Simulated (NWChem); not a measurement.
System: CH$_{3}$O cation; SMILES [OH+]=C

Input file for NWChem:

```
start job
memory heap 200 mb stack 700 mb global 900 mb
charge 1
geometry units angstroms noautoz
  C     -0.008535     0.622070     0.000000
  O     -0.117472    -0.626634     0.000000
  H     -0.963394     1.189434     0.000000
  H      0.981145     1.131150     0.000000
  H      0.739593    -1.136317     0.000000
end
basis spherical
  C library aug-pcseg-1
  O library aug-pcseg-1
  H library aug-pcseg-1
end
dft
  xc pbe0
  iterations 150
  mulliken
end
task dft energy
```

The geometry was optimised at PBE-D3(BJ)/def2-SVP.

Q: Give the results of this calculation. (PBE0/aug-pcseg-1.) Quantities: basis functions; energy (Ha); highest occupied level (eV); orbital gap (eV).

A: The number of basis functions is 73. The energy (Ha) is -114.64 and the highest occupied level (eV) comes out as -18.52. The orbital gap (eV) comes out as 8.48.
